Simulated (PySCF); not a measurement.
**[PO3]− (SMILES O=P(=O)[O-]): MP2/def2-SVP (max memory mb 1860)**

We compute a structure relaxation of [PO3]−. 

The calculation is run with PySCF 2.14.0.

## 1. The molecule

[PO3]− has 4 atoms, charge -1, and is taken as a singlet. As SMILES, `O=P(=O)[O-]`. All atoms were displaced at random from a relaxed shape. The run starts from this shape.

Bond lengths: O1–P2 1.566 Å, P2–O3 1.437 Å, P2–O4 1.432 Å. Angles: O1–P2–O3 125.2°, O1–P2–O4 108.0°, O3–P2–O4 126.1°.

## 2. A structure relaxation at MP2/def2-SVP (max memory mb 1860)

calc.py

```python
from pyscf import gto, mp
from pyscf.geomopt.geometric_solver import kernel as optimise

mol = gto.M(
    atom='''
O      0.615239    -0.452788    -1.187830
P     -0.118893     0.041078     0.103829
O     -1.160670     1.030493     0.137976
O      0.565047    -0.504818     1.237301
''',
    basis='def2-svp',
    max_memory=1860,
    charge=-1,
    verbose=3,
    spin=0,
)

calc0 = mol.RHF()
calc0.kernel()
pt = mp.MP2(calc0, frozen=8).run()
converged, mol_eq = optimise(pt, maxsteps=100, convergence_set='GAU_TIGHT')
print('converged:', converged)
print(mol_eq.tostring())

calc0.reset(mol_eq)
mol = mol_eq
calc0.kernel()
pt = mp.MP2(calc0, frozen=8).run()
e_final = pt.e_tot
print('E(%s) = %.9f' % ('MP2', e_final))
```

The run is started by

```console
$ OMP_NUM_THREADS=1 python calc.py
```

What values should one expect? Wanted: total energy at the end; HOMO energy; LUMO energy; HOMO–LUMO gap; correlation energy.

Answer, from the run:

Level: MP2/def2-SVP (max memory mb 1860), 8 core orbitals frozen.

| quantity | value |
| --- | --- |
| total energy at the end | -565.78302 Eh |
| HOMO energy (Hartree–Fock orbitals) | -6.12 eV |
| LUMO energy (Hartree–Fock orbitals) | 9.55 eV |
| HOMO–LUMO gap (to an unbound level, set by the basis) | 15.67 eV |
| correlation energy (8 core orbitals frozen) | -667.2 mEh |

In words: At the final geometry: Bond lengths: O1–P2 1.508 Å, P2–O3 1.508 Å, P2–O4 1.508 Å. Angles: O1–P2–O3 120.0°, O1–P2–O4 120.0°, O3–P2–O4 120.0°. The optimisation took 11 steps and changed the energy by -0.701 eV. Mulliken charges of the mean-field density run from -0.77 on O1 to +1.31 on P2.
